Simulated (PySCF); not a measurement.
Gas-phase reaction: 3 CH₃SiH₃ + 2 SiHCl₃ ⇌ 3 CH₃SiHCl₂ + 2 SiH₄

Method: PySCF energies plus ideal-gas RRHO corrections (1 bar). † marks an energy on the PBE0/def2-TZVP geometry and frequencies; other levels use their own. MP2 and CCSD(T) freeze the core. 6-31G* has spherical d functions here. All species are closed-shell singlets. B3LYP is the form with VWN-RPA correlation. MP2 isn't extrapolated to the basis-set limit. CCSD(T) isn't extrapolated to the basis-set limit.

```csv
level,"ΔH°(298 K), kJ"
B3LYP/6-31G*,-53
CCSD(T)/def2-SVP†,…
HF/6-31G*,…
HF/def2-TZVP†,-50
MP2/def2-SVP†,…
PBE/def2-TZVP†,-40
LDA/def2-TZVP†,-44
```

Task: Fill in the missing entries.

Result: 
- CCSD(T)/def2-SVP†, ΔH°(298 K), kJ: -43
- HF/6-31G*, ΔH°(298 K), kJ: -61
- MP2/def2-SVP†, ΔH°(298 K), kJ: -44
